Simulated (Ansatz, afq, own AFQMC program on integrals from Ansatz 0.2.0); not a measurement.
# Atomization energy of CH6Si, singlet

```yaml
atoms:
  - { symbol: Si, position_ang: [-0.6006, -0.0028, 0.0004] }
  - { symbol: C, position_ang: [1.2706, 0.0059, -0.0008] }
  - { symbol: H, position_ang: [-1.1337, 1.3866, 0.0060] }
  - { symbol: H, position_ang: [-1.1233, -0.7057, 1.2034] }
  - { symbol: H, position_ang: [-1.1248, -0.6965, -1.2073] }
  - { symbol: H, position_ang: [1.6632, -1.0133, -0.0050] }
  - { symbol: H, position_ang: [1.6568, 0.5148, 0.8851] }
  - { symbol: H, position_ang: [1.6556, 0.5215, -0.8833] }
```

Atoms in their ground-state spins without spin–orbit coupling (mostly on UHF) minus the molecule (RHF), without zero-point energy. The geometry is a stationary point, not shown to be a minimum.

Basis cc-pVDZ. Noble-gas cores (and the filled d shells of Ga–Kr and In–Xe) are frozen. Ansatz 0.2.0 and our own AFQMC program on the same integrals; the CISD trial comes from CCSD amplitudes, and released means the phaseless constraint is let go. Error bars are statistical, one sigma. The errors of all members are added in quadrature.

No full CI on the walks' own integrals is used here; CCSDT(Q) serves as the reference and is uncertain by about the last step of the cluster series. Each member takes its own surest rung, up to full CI.

Errors are counted within cc-pVDZ, not against nature.

Cautions: other spins of the molecule weren't checked.

| level | atomization energy (kcal/mol) |
| --- | --- |
| MP2 | 578.0 |
| HF | 476.2 |

(1) From these cheaper values, estimate the atomization energy at the reference level in cc-pVDZ.

(1) 583.2 kcal/mol (CCSDT(Q) in cc-pVDZ).

| level | atomization energy (kcal/mol) | error against CCSDT(Q) (kcal/mol) |
| --- | --- | --- |
| CCSD | 579.7 | -3.4 |
| CCSD(T) | 582.9 | -0.2 |
| CCSDT | 583.0 | -0.2 |
| ph-AFQMC/HF | 588.2 ± 1.4 | 5.0 ± 1.4 |
| ph-AFQMC/CISD | 582.9 ± 0.3 | -0.3 ± 0.3 |
| released AFQMC | 583.6 ± 0.5 | 0.4 ± 0.5 |

Correlation beyond CCSD(T) adds 0.2 kcal/mol. The perturbative (T) step is worth +3.2 kcal/mol.

A walk keeps the symmetry of its determinant, which the program's search chose and which needn't be the lowest solution, so a lower state of the same spin and another symmetry isn't excluded. Released energies are given only where the last usable release times agree within the noise; a slower fall can still hide under it.
